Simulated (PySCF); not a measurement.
# Calculated NMR parameters of C[PH](C)=O

- Formula: C2H7OP
- SMILES: C[PH](C)=O
- Point group of the computed structure: Cs
- Carbon signals: 1
- Proton signals: 2

Molfile (atoms numbered from 1):
```
C2H7OP
     RDKit          3D

 11 10  0  0  0  0  0  0  0  0999 V2000
   -1.3118   -0.5223    0.4182 C   0  0  0  0  0  0  0  0  0  0  0  0
   -0.1056    0.7559    0.0152 P   0  0  0  0  0  5  0  0  0  0  0  0
    1.4226   -0.1125   -0.3828 C   0  0  0  0  0  0  0  0  0  0  0  0
    0.0322    1.8235    1.0267 O   0  0  0  0  0  0  0  0  0  0  0  0
   -1.3659   -1.2819   -0.3641 H   0  0  0  0  0  0  0  0  0  0  0  0
   -2.2901   -0.0544    0.5381 H   0  0  0  0  0  0  0  0  0  0  0  0
   -1.0320   -0.9885    1.3648 H   0  0  0  0  0  0  0  0  0  0  0  0
   -0.5466    1.1959   -1.2607 H   0  0  0  0  0  0  0  0  0  0  0  0
    2.1544    0.6135   -0.7398 H   0  0  0  0  0  0  0  0  0  0  0  0
    1.8112   -0.5807    0.5236 H   0  0  0  0  0  0  0  0  0  0  0  0
    1.2610   -0.8740   -1.1488 H   0  0  0  0  0  0  0  0  0  0  0  0
  1  2  1  0
  2  3  1  0
  2  4  2  0
  1  5  1  0
  1  6  1  0
  1  7  1  0
  2  8  1  0
  3  9  1  0
  3 10  1  0
  3 11  1  0
M  END
```

All values are calculated (PySCF): PBE0-D3(BJ)/def2-TZVP structure, shielding tensors at B97-2/pcSseg-2 (GIAO). No relativistic terms, a single conformation, rapidly exchanging positions averaged, no solvent.

Referencing at the same level of theory: ¹H and ¹³C against TMS; H3PO4 for ³¹P; H2O for ¹⁷O.

| carbon | δC, type | δH (multiplicity) | HMBC from (2–3 bonds) | span of the C tensor (ppm) |
| --- | --- | --- | --- | --- |
| C1/C3 | 18.0, CH3 | 1.26 (m) | H8, H5/H6/H7/H9/H10/H11 | 38 |

Other nuclei:
| atoms | nucleus | environment | δ (ppm) | σ (ppm) |
| --- | --- | --- | --- | --- |
| H8 | ¹H | hydrogen on a phosphorus bonded to 2 C, O | 7.47 | 24.16 |
| P2 | ³¹P | phosphorus bonded to 2 C, O, H | 1.0 | 316.2 |
| O4 | ¹⁷O | P=O oxygen | 87.3 | 240.4 |

- δC 18.0: methyl carbon bonded to P.
- δH 7.47: hydrogen on a phosphorus bonded to 2 C, O.
- δH 1.26: hydrogen on a methyl carbon bonded to P.

Splittings by ³¹P in the carbon and heteronuclear signals aren't shown, as no couplings were computed. Shifts are as computed. Against solution values, carbons near 30 ppm lie about +3 ppm off and those near 130 ppm about +7 ppm. Of 1211 compounds with measured shifts, 218 miss one by over three times the rms of a fit or turn the order of signals round; such compounds aren't used in these exercises. Experimental scales use liquid or dissolved standards, which lie at an offset from isolated H2O (liquid H2O: subtract about 36 ppm) and H3PO4. Multiplicities follow the n + 1 count of equivalent neighbours, as no J values were calculated; m marks all less simple cases, F and P coupling included.
